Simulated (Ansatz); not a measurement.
Reaction (SMILES): F (HF) → F atom + H atom
B3LYP-D3(BJ)/def2-TZVP geometries, fixed; electronic energies without zero-point terms.
Largest species:
```
F
H 1 0.9245
```
Charge 0, spin multiplicity 1.

Effect of a fitting basis named in the input at r2SCAN/def2-TZVPP with Ansatz (a program for electronic structure), against the last row, where the atomisation energy is 137.47 kcal/mol. Open shells are unrestricted. The default fits or decomposes integrals by the program's own choice; accuracy: high also tightens integrals, grids and stops.

| setting | largest shift of a total energy (mEh) | shift of the atomisation energy (kcal/mol) |
|---|---|---|
| fitting: def2-SV(P)-JKFIT | -0.037 | -0.015 |
| fitting: def2-universal-JKFIT | -0.037 | -0.015 |
| fitting: cc-pVTZ-JKFIT | -0.003 | 0.000 |
| fitting: cc-pVQZ-JKFIT | -0.002 | -0.001 |
| fitting: cc-pV5Z-JKFIT | -0.002 | -0.001 |
| fitting: def2-universal-JFIT | -0.067 | 0.031 |
| accuracy: high | 0.000 | 0.000 |
| accuracy: medium (default) | 0.000 | 0.000 |

Within 0.02 kcal/mol in the atomisation energy: fitting: def2-SV(P)-JKFIT; fitting: def2-universal-JKFIT; fitting: cc-pVTZ-JKFIT; fitting: cc-pVQZ-JKFIT; fitting: cc-pV5Z-JKFIT; accuracy: high. The largest shift is 0.067 mEh in a total energy and 0.031 kcal/mol in the difference.
